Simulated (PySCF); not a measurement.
LiH, optimised at B3LYP/6-31G*:

```xyz
2

Li     0.0048    -0.5977     0.5477
H     -0.0048     0.5977    -0.5477
```

Computed with PySCF (xtb for GFN2) and rigid-rotor harmonic-oscillator thermochemistry at 1 bar. 6-31G* has spherical d functions here. All species are closed-shell singlets. B3LYP is the form with VWN-RPA correlation.

**Question.** List the harmonic frequencies (cm⁻¹, unscaled) at this level and at the other levels, each on its own geometry.

**Answer.** 
- B3LYP/6-31G*: 1401
- GFN2-xTB: 1440
- HF/6-31G*: 1419
- PBE/def2-SVP: 1395
- PBE0/def2-TZVP: 1412
